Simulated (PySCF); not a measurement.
Identify the unknown among the candidates.

All candidates are C5H9N.

* UV, first state: lowest singlet excitation: 7.85 eV (158 nm, f = 0.000) [TDDFT PBE0/def2-SVPD]
* XPS: C1s 290.7, C1s 290.8, C1s 291.2, C1s 292.2, C1s 292.2, N1s 404.9 eV [ΔSCF SCAN, pcX-2 on the ionised atom, pcseg-1 elsewhere, spin-free X2C]
* Rotational structure: rotational constants A, B, C: 7.680, 1.828, 1.592 GHz [GFN2-xTB]
* Dipole: 4.04 D [PBE0/def2-SVPD]
* Triplet: lowest triplet excitation (Tamm–Dancoff): 6.47 eV [TDA PBE0/def2-SVPD]
* UV, strongest line: among the 8 lowest singlet transitions: S5 at 8.81 eV (141 nm, f = 0.022) [TDDFT PBE0/def2-SVPD]
* Polarisability: 63.7 au [PBE0/def2-SVPD]

Gas-phase values; electronic properties from PySCF, density fitting. Levels stand in brackets. The structure is a single GFN2-xTB conformer in the gas phase; no vibrational or solvent corrections.

Question: Which candidate is it?
A. `C=CC/C=N/C`
B. `CCCCC#N`
C. `NCCC1C=C1`
D. `NC[C@H]1[C@H]2C[C@@H]12`

Answer: B. It is `CCCCC#N`. Numbering: `[CH3:1][CH2:2][CH2:3][CH2:4][C:5]#[N:6]`. Its formula, C5H9N, gives 2 degrees of unsaturation: 0 rings and 2 π bonds in the structure found. The core levels belong to: C1s 290.7 eV, methyl carbon [C1]; C1s 290.8 eV, chain CH2 carbon [C2]; C1s 291.2 eV, chain CH2 carbon [C3]; C1s 292.2 eV, nitrile carbon [C5]; C1s 292.2 eV, sp3 carbon next to a nitrile [C4]; N1s 404.9 eV, nitrile nitrogen [N6]. The optimised geometry has point group C1 and is an asymmetric top.

The others, at the same levels:
- `NC[C@H]1[C@H]2C[C@@H]12` fails: its computed core binding energies are C1s 290.7 (×2), C1s 290.8, C1s 290.9, C1s 291.1, N1s 404.7 eV, rotational constant A is 8.256 GHz (against 7.680 GHz) and smallest rotational constant is 2.379 GHz (against 1.592 GHz).
- `C=CC/C=N/C` fails: its computed lowest singlet excitation is 4.99 eV (249 nm, f = 0.004) (against 7.85 eV), lowest triplet excitation (Tamm–Dancoff) is 4.19 eV (against 6.47 eV) and static isotropic polarisability is 72.5 au (against 63.7 au).
- `NCCC1C=C1` fails: its computed lowest singlet excitation is 5.87 eV (211 nm, f = 0.003) (against 7.85 eV), lowest triplet excitation (Tamm–Dancoff) is 4.00 eV (against 6.47 eV) and strongest line among the 8 lowest singlet transitions is S4 at 6.32 eV (196 nm, f = 0.054) (against S5 at 8.81 eV).

Each candidate is one conformer, not necessarily the lowest. Dipoles, sizes and rotational constants follow the conformer. The torsions of the flexible species, by atom-mapped SMILES:
- `[CH3:1][CH2:2][CH2:3][CH2:4][C:5]#[N:6]`: C1–C2–C3–C4 -178°, C2–C3–C4–C5 65°
- `[NH2:1][CH2:2][C@H:3]1[C@H:4]2[CH2:5][C@@H:6]12`: N1–C2–C3–C4 -142°, H–N1–C2–C3 60°, H–N1–C2–C3 -57°
- `[CH2:1]=[CH:2][CH2:3]/[CH:4]=[N:5]/[CH3:6]`: C1–C2–C3–C4 -115°, C2–C3–C4–N5 -117°
- `[NH2:1][CH2:2][CH2:3][CH:4]1[CH:5]=[CH:6]1`: N1–C2–C3–C4 -177°, C2–C3–C4–C5 -89°, H–N1–C2–C3 180°, H–N1–C2–C3 -62°
